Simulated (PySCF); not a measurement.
Coordinates in bohr (charge 0 multiplicity 1):
```
Si    0.0000    0.0000   -0.1364
H     2.0588    0.0000    1.8818
H    -2.0588    0.0000    1.8818
```

Computed with PBE0 in PySCF with Si def2-TZVP, H def2-TZVP; no relativity; density-fitted integrals.

This geometry of SiH2 is a stationary point at this level.

What is the point group?

C2v.

Is it a minimum?

Yes: all harmonic wavenumbers are real.

Give the atomic charges and bond orders.


| atom | Mulliken | Löwdin | polar tensor | Mayer order to Si1 |
| --- | --- | --- | --- | --- |
| Si1 | 0.03 | 0.12 | 0.39 | – |
| H2,3 | -0.01 | -0.06 | -0.19 | 0.96 |

Give the ideal-gas entropy at 298.15 K and 1 bar by parts.

translation 151.3, rotation 55.8, vibration 0.4, spin 0.0; total 207.5 J/(mol K).

What is the atomisation energy, with and without zero-point energy?

616 kJ/mol without, 585 kJ/mol with.
